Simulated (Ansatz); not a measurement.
Trigonal Se was calculated with PBE0+SOC (Ansatz, a program for electronic structure, plane waves, PAW).

Numerical settings: plane-wave cutoff 460 eV, 6×6×6 k mesh, Fermi–Dirac smearing 0.01 eV, PAW data made under PBE.

Cell (measured lattice):

```xyz
3
Lattice="-2.1830 -3.7811 0.0000 -2.1830 3.7811 0.0000 0.0000 0.0000 -4.9540" Properties=species:S:1:pos:R:3 pbc="T T T"
Se    -0.4912     0.8507    -3.3027
Se    -3.3836     0.0000     0.0000
Se    -0.4912    -0.8507    -1.6513
```

Question: Predict the band gap, smallest direct gap on the k points sampled and Γ–Γ gap.

Answer: 
- band gap: 2.40 eV (indirect)
- smallest direct gap on the k points sampled: 2.56 eV
- Γ–Γ gap: 3.99 eV

Note: cell and atoms aren't relaxed at this level (largest force component 0.14 eV/Å, pressure 0.8 GPa).

Cost on a shared machine: around 40 core-minutes (rough).
